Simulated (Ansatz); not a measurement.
## Relative stability

The two ends of one reaction step of SiH6SO, closed shell (PBE0-D4/def2-TZVP).

A:

Si1  (-0.166, 1.382, -0.649)
S2  (1.153, -2.349, 1.516)
H3  (-1.364, 2.241, -0.852)
H4  (0.410, 1.613, 0.694)
H5  (0.831, 1.712, -1.703)
H6  (0.423, -1.608, 0.662)
O7  (-0.571, -0.222, -0.686)
H8  (0.257, -2.204, 2.503)
H9  (-0.973, -0.566, -1.485)
(Å)

B:

```
9
angstrom
Si 0.8367 1.0690 0.1605
S 1.5389 -0.6551 1.1900
H 0.7389 0.8511 -1.3071
H -0.4915 1.5204 0.6532
H 1.8366 2.1338 0.4244
H -1.3797 -1.2893 -1.3673
O -1.4041 -1.3777 -0.4115
H 0.4857 -1.3899 0.7812
H -2.1614 -0.8624 -0.1236
```

Computed with Ansatz 0.2.0 (basis: def2-TZVPP); correlated methods freeze the cores. B3LYP uses VWN-RPA correlation.

Question: Which structure is lower at CCSD(T), and by how much? (An estimate is asked for; the value comes from the calculation.)

Answer: By the calculation: A, by 6.25 kcal/mol (electronic energy, against the other). By their contacts, A is a complex of SiH₄O ([OH][SiH3]) + H₂S and B is a complex of SiH₄S ([SiH3][SH]) + H₂O.

All methods give the same order:

```json
{"method": "SPW92", "E(B) − E(A) (kcal/mol)": "3.26"}
{"method": "PBE-D4", "E(B) − E(A) (kcal/mol)": "2.87"}
{"method": "BLYP-D4", "E(B) − E(A) (kcal/mol)": "6.10"}
{"method": "r2SCAN-D4", "E(B) − E(A) (kcal/mol)": "4.77"}
{"method": "B97M-V", "E(B) − E(A) (kcal/mol)": "5.17"}
{"method": "PBE0-D4", "E(B) − E(A) (kcal/mol)": "3.45"}
{"method": "B3LYP-D4", "E(B) − E(A) (kcal/mol)": "6.41"}
{"method": "r2SCAN0-D4", "E(B) − E(A) (kcal/mol)": "4.88"}
{"method": "BHLYP-D4", "E(B) − E(A) (kcal/mol)": "7.23"}
{"method": "CAM-B3LYP-D4", "E(B) − E(A) (kcal/mol)": "7.66"}
{"method": "wB97X-V", "E(B) − E(A) (kcal/mol)": "5.72"}
{"method": "wB97M-V", "E(B) − E(A) (kcal/mol)": "5.47"}
{"method": "B2PLYP", "E(B) − E(A) (kcal/mol)": "7.13"}
{"method": "PBE-QIDH", "E(B) − E(A) (kcal/mol)": "4.81"}
{"method": "RPA on PBE", "E(B) − E(A) (kcal/mol)": "7.22"}
{"method": "HF", "E(B) − E(A) (kcal/mol)": "10.11"}
{"method": "MP2", "E(B) − E(A) (kcal/mol)": "5.79"}
{"method": "CCSD", "E(B) − E(A) (kcal/mol)": "6.95"}
{"method": "CCSD(T)", "E(B) − E(A) (kcal/mol)": "6.25"}
```

The T1 diagnostic stays at or below 0.011.

Labels in which every atom is bracketed show which atoms are joined, not bond orders.

For scale, one of the runs: CCSD(T)/def2-TZVPP, 199 basis functions, launched by `ansatz run in.yaml --threads 2 --pin off --events-out ev --progress --plain --max-ram 4352MiB`. Time: 51 s of wall clock on 2 CPU threads of an Arm Neoverse V2; the host was shared. Peak host memory: 2.2 GiB.
